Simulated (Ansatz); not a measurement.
Basis-set extrapolation for `CCC(C)=N` (PBE0-D4/def2-TZVP geometry, frozen core, Ansatz 0.2.0). Multiplicity 1, RHF reference.

```
                      def2-TZVPP   def2-QZVPP
                 HF  -211.233922  -211.243952
    MP2 correlation    -0.892182    -0.949343
CCSD(T) correlation    -0.977961      not run
```

Energies in hartree. Use E(X) = E(∞) + A·exp(−7.88·√X) for Hartree–Fock and E(X) = E(∞) + B·X^(−2.97) for correlation, with X = 3 and 4, and add CCSD(T) minus MP2 of the smaller set to the MP2 limit.

Q: What is the CCSD(T) energy at the basis-set limit?

A: HF limit: -211.243952 + (-0.010030) × 0.13774 = -211.24533. MP2 limit: -0.949343 + (-0.057161) × 0.74074 = -0.99168. Higher-order term: -0.977961 − (-0.892182) = -0.08578. Total: -212.32279 hartree, 291.2 kJ/mol below CCSD(T)/def2-TZVPP.
